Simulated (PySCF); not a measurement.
Consider hydroxymethyl, `[CH2]O` (CH3O•, doublet). Non-hydrogen atoms are numbered in `[CH2:1][OH:2]`.

Level of theory: ωB97X-D3(BJ)/ma-def2-TZVP single points in PySCF, grid level 2; every species was optimised with PBE0-D3(BJ)/def2-SVP. Zero-point and thermal terms (298.15 K, 1 bar) come from unscaled PBE0-D3(BJ)/def2-SVP harmonic frequencies, with soft modes damped to free rotors in the entropy.

Q: What are the vertical and the adiabatic ionisation energy for forming the singlet cation?

A: 8.13 eV vertical and 7.61 eV adiabatic, the latter with zero-point energy.

Q: What oxidation potential follows in DMSO (IEF-PCM), given that Fc+/Fc comes at 4.53 V absolute with this functional and basis?

A: In the gas phase ΔG of oxidation is 7.637 eV, and solvation is -20.5 kJ/mol for the parent and -316.6 kJ/mol for the product, so the absolute potential is 4.57 V, or 0.04 V against Fc+/Fc. Fc+/Fc in DMSO, 4.53 V, is ωB97X-D3(BJ)/ma-def2-TZVP on PBE0-D3(BJ)/def2-SVP structures with GFN2-xTB thermal terms. Benchmark calculations put it near 5.0 V in acetonitrile and DMSO, so it is about 0.5 V low, and the value against it can read up to that much too high. The solvent is electrostatics only, on gas-phase structures; the absolute scale refers to an electron at rest in vacuum.
